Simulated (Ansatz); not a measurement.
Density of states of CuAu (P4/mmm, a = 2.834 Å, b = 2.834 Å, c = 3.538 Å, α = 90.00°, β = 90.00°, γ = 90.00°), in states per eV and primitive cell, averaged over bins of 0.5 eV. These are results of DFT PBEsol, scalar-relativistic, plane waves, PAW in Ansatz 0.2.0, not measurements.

Plane waves to 420 eV, a k mesh through Γ of 14×14×12 on the computed 2-atom cell and Gaussian smearing (0.10 eV); no spin polarisation.

The cell is relaxed at this level. The states (both spins) are summed by tetrahedra on a 21×21×18 mesh at the self-consistent density. Energies are bin centres; the table starts no lower than −8 eV and ends at 6 eV, or lower where the solved bands end.

It is a metal at this level.

| E − E_F (eV) | total | Cu 3d | Au 5d | Au 6s | Cu 4s |
| --- | --- | --- | --- | --- | --- |
| -7.80 | 0.39 | 0.01 | 0.06 | 0.20 | 0.11 |
| -7.30 | 0.62 | 0.03 | 0.20 | 0.24 | 0.14 |
| -6.80 | 1.78 | 0.14 | 1.10 | 0.28 | 0.25 |
| -6.30 | 2.40 | 0.20 | 1.83 | 0.12 | 0.23 |
| -5.80 | 3.58 | 0.46 | 2.82 | 0.16 | 0.11 |
| -5.30 | 2.84 | 0.42 | 2.26 | 0.09 | 0.03 |
| -4.80 | 3.06 | 0.49 | 2.35 | 0.11 | 0.05 |
| -4.30 | 3.68 | 0.79 | 2.71 | 0.11 | 0.04 |
| -3.80 | 2.72 | 0.67 | 1.81 | 0.11 | 0.08 |
| -3.30 | 1.89 | 0.92 | 0.73 | 0.07 | 0.11 |
| -2.80 | 4.59 | 3.73 | 0.62 | 0.04 | 0.10 |
| -2.30 | 6.34 | 5.38 | 0.82 | 0.03 | 0.05 |
| -1.80 | 6.78 | 5.10 | 1.54 | 0.05 | 0.05 |
| -1.30 | 1.37 | 0.84 | 0.30 | 0.08 | 0.10 |
| -0.80 | 0.62 | 0.24 | 0.11 | 0.09 | 0.10 |
| -0.30 | 0.56 | 0.13 | 0.10 | 0.12 | 0.09 |
| 0.20 | 0.58 | 0.09 | 0.10 | 0.14 | 0.10 |
| 0.70 | 0.57 | 0.07 | 0.08 | 0.13 | 0.10 |
| 1.20 | 0.52 | 0.05 | 0.06 | 0.11 | 0.10 |
| 1.70 | 0.49 | 0.03 | 0.04 | 0.10 | 0.09 |
| 2.20 | 0.45 | 0.02 | 0.03 | 0.08 | 0.08 |
| 2.70 | 0.42 | 0.02 | 0.02 | 0.07 | 0.07 |
| 3.20 | 0.44 | 0.02 | 0.02 | 0.10 | 0.07 |
| 3.70 | 0.50 | 0.02 | 0.02 | 0.12 | 0.10 |
| 4.20 | 0.56 | 0.02 | 0.02 | 0.12 | 0.14 |
| 4.70 | 0.54 | 0.01 | 0.02 | 0.09 | 0.15 |
| 5.20 | 0.65 | 0.01 | 0.02 | 0.09 | 0.18 |
| 5.70 | 0.71 | 0.01 | 0.02 | 0.11 | 0.18 |

The columns after the total are the Löwdin projections on the occupied valence shells of the potentials. The rest of the total lies in shells that are empty in the free atom, which aren't projected, and between the atoms.

Spin-orbit coupling is left out, which matters for the bands of heavy elements.

Cost: 1 run of about 0.6 core-minutes, on Arm Neoverse V2 (shared hosts).